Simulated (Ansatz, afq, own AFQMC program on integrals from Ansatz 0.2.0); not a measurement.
# Where AFQMC and coupled cluster stand for BH$_{2}$O, doublet

```xyz
4

B     0.0000   -0.2974    0.9295
O     0.0000    0.2017   -0.6610
H     0.0000    0.5000    1.8272
H     0.0000   -0.5116   -1.3056
```

Connectivity, by distances: BH–OH.

Basis cc-pVDZ. Only valence electrons are correlated. Ansatz 0.2.0 and our own AFQMC program on the same integrals; the CISD trial comes from CCSD amplitudes, and released means the phaseless constraint is let go. Error bars are statistical, one sigma.

Determinant: UHF, the one that the program's search chose, which needn't be the lowest solution. The geometry is a point of a scan.

No full CI on the walks' own integrals is used here; CCSDT(Q) serves as the reference and is uncertain by about the last step of the cluster series.

* T1 diagnostic: 0.0264
* weight of the determinant in the CISD state: 0.895
* ⟨S²⟩ of the determinant: 0.753
* size of the correlated space: 11 electrons in 36 orbitals

Reference: CCSDT(Q), correlation energy -7.820 eV. The released energy is read at 1.62 1/Eh, later times being too noisy (meV from the phaseless value at times in 1/Eh: 9 ± 13 at 0.24, -14 ± 15 at 0.51, -15 ± 16 at 0.99, 1 ± 21 at 1.62, -31 ± 28 at 2.40).

| level | E − E(reference) (kJ/mol) | share of correlation (%) |
| --- | --- | --- |
| HF | 754.6 | 0.00 |
| MP2 | 72.1 | 90.45 |
| CCSD | 25.9 | 96.57 |
| CCSD(T) | 5.1 | 99.33 |
| CCSDT | 2.7 | 99.65 |
| ph-AFQMC/CISD | 2.1 ± 1.3 | 99.72 |
| released AFQMC | 2.2 ± 2.1 | 99.70 |

A walk keeps the symmetry of its determinant, which the program's search chose and which needn't be the lowest solution, so a lower state of the same spin and another symmetry isn't excluded. Released energies are given only where the last usable release times agree within the noise; a slower fall can still hide under it.
